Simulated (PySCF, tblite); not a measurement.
Task: What does the PBE0-D3(BJ)/def2-SVP structure of [BBrH3]- (`[H][B-]([H])([H])Br`) look like in three dimensions? (Charge -1.)

Result: 
Z-matrix in Å and degrees, rows numbered from 1:
```
B 
Br  1  2.1260
H   1  1.2325  2  106.39
H   1  1.2325  2  106.41  3  -120.00
H   1  1.2325  2  106.39  3   120.00
```

B1 (boron bonded to Br and 3 H) is tetrahedral (angles from 106.4° to 112.4°).

Computed, not measured: PBE0-D3(BJ)/def2-SVP geometry optimisation, gas phase in PySCF 2.14.0.

Point group: C3v (every atom within 0.08 Å of its image). No PBE0-D3(BJ)/def2-SVP frequencies stand behind this structure, so it isn't proved a minimum.

On an Intel Xeon Platinum 8259CL at 2.50 GHz with one thread, shared host with 96 logical CPUs at a one-minute load of 53, this took 8.6 s and 0.27 GiB of memory at its peak. That covers the optimisation of the geometry.


Q: Give a GFN2-xTB geometry of tetrafluoromethane (`FC(F)(F)F`).

A: 
Z-matrix in Å and degrees, rows numbered from 1:
```
F 
C   1  1.3140
F   2  1.3140  1  109.48
F   2  1.3140  1  109.48  3   119.99
F   2  1.3140  1  109.46  3  -120.01
```

All 4 C–F bonds measure 1.314 Å.

Structure optimised with GFN2-xTB, isolated species.

Point group: Td (every atom within 0.08 Å of its image). Its GFN2-xTB frequencies are all real (lowest 380 cm⁻¹).

These are computed values.


**Question.** What does the PBE0-D3(BJ)/def2-SVP structure of `[SiH3][SiH3]` look like in three dimensions?

**Answer.** 
```
atom  x, y, z in Å
Si1   -1.182    0.159   -0.055
Si2    1.149   -0.097    0.005
H3    -1.780   -0.774   -1.059
H4    -1.528    1.563   -0.438
H5    -1.773   -0.133    1.286
H6     1.512   -1.498    0.380
H7     1.742    0.839    1.010
H8     1.731    0.207   -1.338
```

Any rigid rotation of these coordinates is as good. Atoms count from 1 in this order. Si1 (SiH3 silicon) is tetrahedral (angles from 108.7° to 110.4°).

Bonds between heavy atoms (Å): Si1–Si2 2.345.

Computed, not measured: PBE0-D3(BJ)/def2-SVP geometry optimisation, gas phase (PySCF 2.14.0).

Point group: D3d (every atom within 0.08 Å of its image). No frequency check.

Hardware: an Arm Neoverse N1 with one thread, on a shared host. Cost: 7.5 s of wall time, 0.30 GiB resident at most. This is the geometry optimisation.
